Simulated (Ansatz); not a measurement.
**SiN2H4 (SMILES N=[SiH]N): functionals against CCSD(T) at one geometry**

One table from this session's results is given with a row withheld; the runs are named, their logs left out.

Program: Ansatz 0.2.0, Gaussian basis. Level of theory: single points in def2-TZVPP. These are calculated values, not measurements.

Cores are frozen in the correlated methods. B3LYP uses VWN-RPA correlation.

**The starting structure**

SMILES `N=[SiH]N`, 7 atoms, charge 0, spin multiplicity 1.

Atoms are counted from 1 here; the program's logs count them from 0.

Bond lengths: N1–Si2 1.672 Å, N1–H4 1.024 Å, Si2–N3 1.800 Å, Si2–H5 1.404 Å, N3–H6 0.957 Å, N3–H7 0.963 Å. Angles: Si2–N1–H4 117.1°, N1–Si2–N3 113.5°, N1–Si2–H5 146.0°, N3–Si2–H5 100.6°, Si2–N3–H6 127.9°, Si2–N3–H7 119.7°, H6–N3–H7 110.8°.

Geometry (Å):

```
N    -1.1369   -0.8720   -0.9838
Si   -0.3705    0.4315   -0.2712
N     1.0153   -0.0367    0.7778
H    -1.8647   -0.6651   -1.6742
H    -0.3353    1.8282   -0.1354
H     1.5211    0.5224    1.3675
H     1.1793   -0.9675    0.9645
```

The first run:

run/in.yaml reads:

```yaml
crystal:
  periodic: [false, false, false]
  atoms:
    - {symbol: N, position_ang: [-1.136900, -0.872000, -0.983800]}
    - {symbol: Si, position_ang: [-0.370500, 0.431500, -0.271200]}
    - {symbol: N, position_ang: [1.015300, -0.036700, 0.777800]}
    - {symbol: H, position_ang: [-1.864700, -0.665100, -1.674200]}
    - {symbol: H, position_ang: [-0.335300, 1.828200, -0.135400]}
    - {symbol: H, position_ang: [1.521100, 0.522400, 1.367500]}
    - {symbol: H, position_ang: [1.179300, -0.967500, 0.964500]}
basis:
  gaussian: {orbitals: def2-TZVPP}
correlation: {method: ccsd_t}
output: {forces: true}
```

No record of the launch command was kept for these runs.

Steps of the session up to this table: CCSD(T)/def2-TZVPP; PBE0-D4/def2-TZVPP; wB97M-V/def2-TZVPP; r2SCAN-D4/def2-TZVPP; PBE-D4/def2-TZVPP; B3LYP-D4/def2-TZVPP; B97M-V/def2-TZVPP.

One table of the session follows, with a row left open; its other results are not shown here.

| method | RMS force component (eV/Å) | angle to CCSD(T) forces (°) | dipole (D) |
| --- | --- | --- | --- |
| CCSD(T) | 1.778 | reference | 2.81 |
| PBE0-D4 | 1.877 | 4.0 | 2.99 |
| wB97M-V | 1.870 | 5.0 | 3.10 |
| r2SCAN-D4 | ? | ? | ? |
| PBE-D4 | 1.808 | 5.4 | 2.72 |
| B3LYP-D4 | 1.810 | 3.0 | 2.96 |
| B97M-V | 1.801 | 4.9 | 2.76 |

**Question.** Estimate the row for r2SCAN-D4.

**Answer.** RMS force component (eV/Å): 1.825; angle to CCSD(T) forces (°): 2.3; dipole (D): 2.86. In the column «RMS force component (eV/Å)» it lies between B3LYP-D4 (1.810) and wB97M-V (1.870).
